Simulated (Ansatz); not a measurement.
Z-matrix (Å, degrees):
```
C
C 1 1.3268
H 2 1.0825 1 121.77
H 2 1.0846 3 116.80 1 179.99
H 1 1.0872 2 118.89 3 0.00
C 1 1.4958 5 115.97 2 -180.00
H 6 1.0909 1 111.48 5 179.99
H 6 1.0939 7 108.28 1 122.38
H 6 1.0939 7 108.28 8 115.23
```
Charge 0, spin multiplicity 1.

The numbers are results of frozen-core CCSD(T)/cc-pVQZ // B3LYP-D3(BJ)/def2-TZVP run with Ansatz (an electronic-structure program), not measurements.

```json
{
  "HF energy": "-117.12418 Ha",
  "MP2 correlation energy": "-0.54062 Ha"
}
```

Question: Estimate the CCSD correlation energy, the (T) correction, the total energy and the T1 diagnostic.

Answer: 
| Property | Value |
|---|---|
| CCSD correlation energy | -0.56838 Ha |
| (T) correction | -0.02442 Ha |
| CCSD(T) total energy | -117.71699 Ha |
| T1 diagnostic | 0.010 |
